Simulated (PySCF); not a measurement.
C2H5NO, SMILES C(N)(C)=O. Atoms are numbered in the order given.

```xyz
9

C      0.2893     1.3794     0.0000
C     -0.1540    -0.0811     0.0000
N      0.8767    -0.9898     0.0000
O     -1.3302    -0.4256     0.0000
H      0.9023     1.6109     0.8954
H      0.9023     1.6109    -0.8954
H     -0.6101     2.0189     0.0000
H      0.6419    -1.9824     0.0000
H      1.8570    -0.7148     0.0000
```

Geometry optimised at PBE-D3(BJ)/def2-SVP. A frequency run showed that this geometry is not a minimum. Other conformers were not sampled.

All values below come from PBE/def2-TZVPD run with PySCF.

Symmetry labels are those of the subgroup Cs that the program uses (full group Cs).

Computed valence orbital energies around the gap with their symmetry:
```
orbital  symmetry  energy (eV)
-------  --------  -----------
HOMO−7         A'       -13.33
HOMO−6         A'       -11.45
HOMO−5         A"       -10.93
HOMO−4         A'        -9.75
HOMO−3         A'        -9.61
HOMO−2         A"        -8.94
HOMO−1         A"        -6.53
HOMO           A'        -5.78
LUMO           A"        -0.68
LUMO+1         A'        -0.63
LUMO+2         A'         0.39
LUMO+3         A'         0.91
```
